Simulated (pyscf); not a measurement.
A first-order saddle from PySCF, ωB97X-D3(BJ)/def2-SVP:

```
O
Si 1 1.7161
H 2 1.4818 1 107.60
H 2 1.4849 3 110.29 1 -117.37
H 2 1.4857 3 110.98 4 -123.27
Si 1 1.8253 2 132.15 3 24.88
H 6 1.4947 1 118.09 2 94.60
H 6 1.4956 7 114.85 1 -156.64
H 6 1.5152 7 101.81 8 -108.43
H 6 1.7139 7 88.33 9 -165.03
As 10 1.8449 6 116.28 7 115.56
H 11 1.5217 10 82.59 6 -103.16
H 11 1.5668 12 89.89 10 -142.16
```

Surface: singlet, charge 0. Lowest wavenumbers (cm⁻¹): 427i, 69, 101, 171, 203.

Q: What reaction is this the transition state of?

A: `[SiH3][O][AsH2]` + `[SiH4]` ⇌ `[AsH3]` + `[SiH3][O][SiH3]`, a four-centre exchange read from left to right: As–O, H–Si broken and As–H, O–Si formed. At ωB97M-D3(BJ)/def2-TZVP it lies +29.0 kcal/mol from the left side and +58.3 kcal/mol from the right (each side as separated species at their lowest minima found). H₃Si–O–AsH₂ lies 10.7 kcal/mol over its isomer HO–SiH₂–AsH₂ (electronic energy, ωB97M-D3(BJ)/def2-TZVP). One saddle was located; it need not be the lowest between these sides. Elements up to Kr have no core potential and no relativistic terms here.
